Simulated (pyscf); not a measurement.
Single points on ωB97X-D3(BJ)/def2-SVP structures (PySCF, gas phase).

Problem. For HO–AsH• (SMILES O[AsH]) + H₂ (SMILES [H][H]) → AsH₂• (SMILES [AsH2]) + H₂O (SMILES O), a four-centre exchange (doublet surface; As–O, H–H broken, As–H, H–O formed), PBE/def2-TZVP gives ΔE‡ = 1.61 eV and ΔE = -0.22 eV (zero: the separated reactants). In which direction and how far do r²SCAN/def2-TZVP, B3LYP-D3(BJ)/def2-TZVP, ωB97M-D3(BJ)/def2-TZVP move these?

Solution. r²SCAN: ΔE‡ = 1.81 eV, ΔE = -0.25 eV; B3LYP-D3(BJ): ΔE‡ = 1.88 eV, ΔE = -0.24 eV; ωB97M-D3(BJ): ΔE‡ = 1.95 eV, ΔE = -0.33 eV. PBE's barrier lies under all of them, by 0.20 to 0.34 eV. Its reaction energy lies over all of them, by 0.03 to 0.11 eV. Low barriers are usual for a GGA, whose delocalisation error favours stretched bonds. One saddle was located; it need not be the lowest between these sides. Elements up to Kr have no core potential and no relativistic terms here.
